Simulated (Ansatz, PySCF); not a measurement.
Reaction: H2O (oxidane, SMILES O) → H2O+ (parent SMILES O, doublet) + e-
Each species at its own B3LYP-D3(BJ)/def2-TZVP minimum (Ansatz, a first-principles code).

Total energies in hartree (Ansatz). UHF or UKS for unpaired electrons; spin-orbit terms are left out. Cores are frozen in correlated methods. No relativity.

```csv
species,HF/cc-pVTZ,CCSD(T)/cc-pVTZ,HF/cc-pVQZ,CCSD(T)/cc-pVQZ,CCSDT(Q)/cc-pVQZ
"1: H2O (oxidane, SMILES O)",-76.05675,-76.33211,-76.06441,-76.35971,-76.36014
"2: H2O+ (parent SMILES O, doublet)",-75.65738,-75.87692,-75.66321,-75.89781,-75.89828
```

Task: Work out the adiabatic ionisation energy (0 K, zero-point energies from PySCF's Hessians at B3LYP-D3(BJ)/def2-TZVP) in eV: take Hartree-Fock from cc-pVQZ, extrapolate the CCSD(T) correlation energy as X^-3 (X = 3, 4), and add CCSDT(Q) - CCSD(T) in cc-pVQZ. The further terms named in the bracket sum to -0.00271 hartree. 1 hartree = 27.211 eV.

Result: 
Species 1: correlation (64·(-0.29530) - 27·(-0.27536))/37 = -0.30985; step -0.00043; E1 = -76.06441 + (-0.30985) + (-0.00043) = -76.37469
Species 2: correlation (64·(-0.23460) - 27·(-0.21954))/37 = -0.24559; step -0.00047; E2 = -75.66321 + (-0.24559) + (-0.00047) = -75.90927
-1·E1 +1·E2 -0.00271 = 0.46271 hartree = 12.59 eV. Measured: 12.62 eV (CCCBDB table in ASE). The composite differs from it by -0.03 eV; core, relativistic and spin-orbit terms are not in it.
